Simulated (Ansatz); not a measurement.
System: Si₂, charge 0, multiplicity 3. 
Coordinates optimised at B3LYP-D3(BJ)/def2-TZVP (Ansatz, a program for electronic structure):
```xyz
2

Si     0.0000     0.0000    -1.1339
Si     0.0000     0.0000     1.1339
```
Charge 0, spin multiplicity 3.

Wanted: vertical ionisation energy (to the quartet state of charge +1; each state is the SCF solution reached for its spin), in eV. Cores are frozen in the correlated levels unless marked. Open shells are spin-unrestricted. Spin-orbit coupling is left out. Non-relativistic. CBS(X,Y): correlation extrapolated as X^-3; Hartree-Fock from the larger set.

```json
[
 {"level": "PBE/def2-TZVPD", "program": "Ansatz", "vertical ionisation energy (eV)": "7.80"},
 {"level": "B3LYP/def2-TZVPD", "program": "Ansatz", "vertical ionisation energy (eV)": "7.89"},
 {"level": "PBE0/def2-TZVPD", "program": "Ansatz", "vertical ionisation energy (eV)": "7.87"},
 {"level": "CAM-B3LYP/def2-TZVPD", "program": "Ansatz", "vertical ionisation energy (eV)": "7.93"},
 {"level": "wB97M-V/def2-TZVPD", "program": "Ansatz", "vertical ionisation energy (eV)": "___"},
 {"level": "wB97X-V/def2-TZVPD", "program": "Ansatz", "vertical ionisation energy (eV)": "7.97"},
 {"level": "CCSD/aug-cc-pV(T+d)Z", "program": "Ansatz", "vertical ionisation energy (eV)": "7.81"},
 {"level": "CCSD/aug-cc-pV(Q+d)Z", "program": "Ansatz", "vertical ionisation energy (eV)": "___"},
 {"level": "CCSD(T)/CBS(aug-cc-pV(T+d)Z,aug-cc-pV(Q+d)Z)", "program": "Ansatz", "vertical ionisation energy (eV)": "7.92"}
]
```

Question: Complete the blanks.

Answer: 
- wB97M-V/def2-TZVPD, vertical ionisation energy (eV): 7.83
- CCSD/aug-cc-pV(Q+d)Z, vertical ionisation energy (eV): 7.85
